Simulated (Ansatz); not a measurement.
Born–Oppenheimer molecular dynamics of C₂H₃O (6 atoms, charge 0, multiplicity 2). It starts at the highest image of a converged band. Of that band: The profile has 2 maxima (images 1, 4) with wells between them (image 2): this band takes more than one step, which may be the mechanism or a detour left from its start path. Neighbouring images differ by up to 2.5 eV, so the band resolves the path poorly. A vibrational analysis at the climbing image gives one clearly imaginary mode, 1143i cm⁻¹: a first-order saddle point.

All numbers below come from UKS BHLYP-D4/STO-3G (Ansatz).

```yaml
ensemble: NVE (velocity Verlet)
time_step: 0.5 fs
steps_asked: 200
starting_velocities_drawn_for: 300 K
seed: 4336
```

First frame:

```xyz
6
Properties=species:S:1:pos:R:3
C -0.800 -0.108 -0.698
C 0.595 0.040 0.535
O -0.511 -0.743 0.663
H -0.241 -0.810 -1.389
H 0.161 0.786 -0.485
H 0.839 0.771 1.327
```

Problem. How far do the bonds stretch over the last three quarters of this one trajectory? (Pairs bonded in most of those frames.)

Solution. 
| bond | mean (Å) | spread (Å) | shortest | longest |
| --- | --- | --- | --- | --- |
| C1–O3 | 1.379 | 0.032 | 1.30 | 1.43 |
| C1–H4 | 1.157 | 0.043 | 1.03 | 1.24 |
| C2–O3 | 1.413 | 0.053 | 1.29 | 1.50 |
| C2–H5 | 1.102 | 0.016 | 1.08 | 1.15 |
| C2–H6 | 1.097 | 0.011 | 1.08 | 1.13 |

Mean temperature of the second half: 2162 K. The conserved energy stayed within 0.69 meV per atom of its start (net change 0.66 meV per atom), so the integration is sound. The system heated up, since it started high on the potential surface and ran downhill. A run of 0.1 ps of so small a system gives no equilibrium averages. Limits of this set-up: minimal basis.

Time of the run: 3.5 min on 1 thread of Arm Neoverse V2, on a shared host, peak memory 0.087 GiB.
